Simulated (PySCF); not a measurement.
Species: HCl.
SMILES: `Cl`

The calculation used PBE0-D3(BJ)/def2-TZVP geometry optimisation, gas phase in PySCF.

Take the most abundant isotopes and a rigid rotor. 

Question: What are the moment of inertia and the rotational constant?

Answer: I = 1.602 u·Å², B = 505379 MHz·u·Å²/I = 315409 MHz (10.5209 cm⁻¹, or 15.137 K as hB/k). For two atoms I = μr² with μ = 0.9796 u and r = 1.2789 Å.

Question: List the first levels of a rigid rotor in a Σ state.

Answer: E(J) = BJ(J+1): J = 1: 21.042, J = 2: 63.125, J = 3: 126.251, J = 4: 210.418, J = 5: 315.627, J = 6: 441.878 cm⁻¹.

Question: Where do the first rotational lines fall?

Answer: The dipole is 1.26 D; J+1 ← J lies at 2B(J+1): 1 ← 0 at 630.82 GHz, 2 ← 1 at 1261.63 GHz, 3 ← 2 at 1892.45 GHz, 4 ← 3 at 2523.27 GHz, 5 ← 4 at 3154.09 GHz, 6 ← 5 at 3784.90 GHz.

Question: Estimate the classical rotational partition function at 298.15 K and 500 K.

Answer: Point group C∞v, symmetry number σ = 1; q = kT/(σhB), k/h = 20836.6 MHz/K: 19.7 at 298.15 K, 33.0 at 500 K.

PBE0-D3(BJ)/def2-TZVP frequencies: not computed here. These are rigid-rotor constants of the computed structure; measured ground-state constants (B0) also hold zero-point vibration.
